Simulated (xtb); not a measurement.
HCl, charge -1, doublet, at a GFN2-xTB geometry of the parent state (a state made from the parent by changing its charge; the spin is typed, not shown lowest); xtb with GFN0-xTB.

Here is a job for xtb.
```
$ xtb mol.xyz --gfn 0 --chrg -1 --uhf 1 --json

# file mol.xyz
2

Cl    -0.00000000    -0.00000000    -0.07094563
H      0.00000000     0.00000000     1.20607566
```

What the program printed (banner, timings and long lists left out):

```
   ID    Z sym.   atoms
    1   17 Cl     1
    2    1 H      2

           -------------------------------------------------
          |                Calculation Setup                |
           -------------------------------------------------

           -------------------------------------------------
          |                 G F N 0 - x T B                 |
           -------------------------------------------------

          ...................................................
          :                      SETUP                      :
          :.................................................:
          :  # basis functions                  12          :
          :  # atomic orbitals                  11          :
          :  # shells                            5          :
          :  # electrons                         9          :
          :  electronic temp.          300.0000000     K    :
          :  accuracy                    1.0000000          :
          :  -> integral cutoff          0.2500000E+02      :
          :  -> integral neglect         0.1000000E-07      :
          ...................................................

         :::::::::::::::::::::::::::::::::::::::::::::::::::::
         ::                     SUMMARY                     ::
         :::::::::::::::::::::::::::::::::::::::::::::::::::::
         :: total energy              -5.944564737040 Eh    ::
         :: gradient norm              0.196711390936 Eh/a0 ::
         :: HOMO-LUMO gap              2.254121659403 eV    ::
         ::.................................................::
         :: H0 energy                 -4.881695116608 Eh    ::
         :: repulsion energy           0.009438246460 Eh    ::
         :: electrostat energy        -1.072114424123 Eh    ::
         :: -> Gsolv                   0.000000000000 Eh    ::
         ::    -> Gsasa                0.000000000000 Eh    ::
         ::    -> Gshift               0.000000000000 Eh    ::
         :: dispersion energy         -0.000193442769 Eh    ::
         :: short-range corr.          0.000000000000 Eh    ::
         :: add. restraining           0.000000000000 Eh    ::
         :: total charge              -1.000000000000 e     ::
         :::::::::::::::::::::::::::::::::::::::::::::::::::::

           -------------------------------------------------
          |                Property Printout                |
           -------------------------------------------------

    * Orbital Energies and Occupations

         #    Occupation            Energy/Eh            Energy/eV
      -------------------------------------------------------------
         1        2.0000           -0.9634657             -26.2172
         2        2.0000           -0.5295253             -14.4091
         3        2.0000           -0.4309292             -11.7262
         4        2.0000           -0.4309292             -11.7262
         5        1.0000           -0.1719963              -4.6803 (HOMO)
         6                         -0.0891588              -2.4261 (LUMO)
         7                         -0.0500628              -1.3623
         8                         -0.0500628              -1.3623
         9                         -0.0500628              -1.3623
        10                         -0.0500628              -1.3623
        11                          0.4277693              11.6402
      -------------------------------------------------------------
                  HL-Gap            0.0828374 Eh            2.2541 eV
             Fermi-level            0.0000000 Eh            0.0000 eV

     #   Z          covCN         q      C6AA      α(0)
     1  17 Cl       0.844    -0.829   125.997    17.158
     2   1 H        0.844    -0.171     8.945     4.688

 Mol. C6AA /au·bohr⁶  :        202.028056
 Mol. C8AA /au·bohr⁸  :       6871.810799
 Mol. α(0) /au        :         21.846102

Wiberg/Mayer (AO) data.
largest (>0.10) Wiberg bond orders for each atom

 ---------------------------------------------------------------------------
     #   Z sym  total        # sym  WBO       # sym  WBO       # sym  WBO
 ---------------------------------------------------------------------------
     1  17 Cl   1.070 --     2 H    1.070
     2   1 H    1.070 --     1 Cl   1.070
 ---------------------------------------------------------------------------

Topologies differ in total number of bonds
Writing topology from bond orders to xtbtopo.mol

 dipole moment from electron density (au)
     X       Y       Z
   0.0000   0.0000   0.0570  total (Debye):    0.145

           -------------------------------------------------
          | TOTAL ENERGY               -5.944564737040 Eh   |
          | GRADIENT NORM               0.196711390936 Eh/α |
          | HOMO-LUMO GAP               2.254121659403 eV   |
           -------------------------------------------------

normal termination of xtb
```
